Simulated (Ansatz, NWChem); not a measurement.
# Predicting a hybrid from its neighbours: HCl (hydrogen chloride)

HCl has 2 atoms, charge 0, and is taken as a singlet. SMILES: `Cl`. The shape is that of a PBE0-D4/def2-TZVP optimisation.

The electronic atomisation energy y, in eV, basis def2-TZVPPD; a is the functional's share of exact exchange. Programs: Ansatz 0.2.0, NWChem 7.3.0.

```
functional  program     a  y (eV)
    r2SCAN   Ansatz     0    4.61
      TPSS   NWChem     0    4.64
     B3LYP   Ansatz   0.2    4.57
   r2SCAN0   Ansatz  0.25       ?
      PBE0   Ansatz  0.25    4.56
     BHLYP   Ansatz   0.5    4.44
```

Problem. Fit y = c + s·a to the known rows and predict r2SCAN0.

Solution. 
1. Means of the 5 rows: a = 0.1900, y = 4.564.
2. Σ(Δa)² = 0.172, Σ(Δa·Δy) = -0.0618, so the slope is -0.0618/0.172 = -0.3593.
3. Intercept: 4.564 − (-0.3593) × 0.1900 = 4.632. The largest residual of the fit is 0.022.
4. r2SCAN0: 4.632 + (-0.3593) × 0.25 = 4.54 eV.

The run gave 4.55 eV, so the prediction is off by -0.01 eV, within the scatter of the fit.
